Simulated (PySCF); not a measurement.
Gas-phase reaction: CH3SiH + 2 CH3 + OH → H3SiOCH3 + C2H5

Computed with PySCF and rigid-rotor harmonic-oscillator thermochemistry at 1 bar. S°(298 K) at PBE0/def2-TZVP differs from the NASA 1993 table for C2H5 (+9 J/mol/K); whether the harmonic model or the table's entry is off was not settled. † marks an energy on the PBE0/def2-TZVP geometry and frequencies; other levels use their own. 6-31G* has spherical d functions here. Open shells (unrestricted): CH3 (multiplicity 2), OH (multiplicity 2, electronic degeneracy 4), C2H5 (multiplicity 2); the rest are closed-shell singlets. Spin-orbit splitting is ignored; it lowers the true energy and changes the entropy of OH. B3LYP is the form with VWN-RPA correlation. CH3SiH: computed as isolated molecules; such fragments, hydroxides, amides, oligomers or adducts are transient or little studied in the gas. The harmonic model lacks anharmonicity and excited electronic states, which grow with temperature; levels with a mode under 35 cm⁻¹ are left out. Internal rotation in CH3SiH, H3SiOCH3, C2H5 is treated as a harmonic vibration of one conformer, which makes the entropy rough.

ΔH° and ΔS° at 298 K: B3LYP/6-31G* -663 kJ, -283 J/K; B3LYP/def2-TZVP† -644 kJ, -280 J/K; HF/def2-TZVP† -507 kJ, -280 J/K; PBE/def2-SVP -695 kJ, -285 J/K; PBE0/def2-SVP† -675 kJ, -280 J/K; PBE0/def2-TZVP -663 kJ, -280 J/K.

Q: With the heat capacities included, give log10 K (1 bar) at 600, 800, 1000, 1200, 1600 K from B3LYP/6-31G*, B3LYP/def2-TZVP†, HF/def2-TZVP†, PBE/def2-SVP, PBE0/def2-SVP†, PBE0/def2-TZVP.

A: 
| T (K) | B3LYP/6-31G* | B3LYP/def2-TZVP† | HF/def2-TZVP† | PBE/def2-SVP | PBE0/def2-SVP† | PBE0/def2-TZVP |
|---|---|---|---|---|---|---|
| 600 | 42.7 | 41.2 | 29.3 | 45.4 | 43.9 | 42.8 |
| 800 | 28.2 | 27.1 | 18.1 | 30.1 | 29.1 | 28.3 |
| 1000 | 19.5 | 18.6 | 11.5 | 21.1 | 20.3 | 19.6 |
| 1200 | 13.7 | 13.0 | 7.1 | 15.0 | 14.4 | 13.9 |
| 1600 | 6.6 | 6.1 | 1.6 | 7.6 | 7.1 | 6.7 |
